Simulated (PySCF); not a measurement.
Si(H)2, H2Si, SMILES [SiH2], singlet (PBE0/def2-SVP optimised geometry):

```
3

Si    -0.751    -0.767     0.000
H      0.783    -0.767     0.000
H     -0.783     0.767     0.000
```

Level of theory: PBE0/def2-TZVP run with PySCF.

Task: What are the frontier orbital energies and the dipole moment?

Result: HOMO-2 -14.16 eV, HOMO-1 -9.18 eV, HOMO -6.88 eV, LUMO -3.11 eV, LUMO+1 0.81 eV; dipole moment 0.15 D.

On the same geometry PBE/def2-TZVP (PySCF 2.14.0) gives HOMO-2 -12.48 eV, HOMO-1 -7.89 eV, HOMO -5.84 eV, LUMO -4.03 eV, LUMO+1 0.00 eV; dipole moment 0.13 D.

Meta-Löwdin charges at PBE0/def2-TZVP: Si1 0.17, H2 -0.09, H3 -0.09.
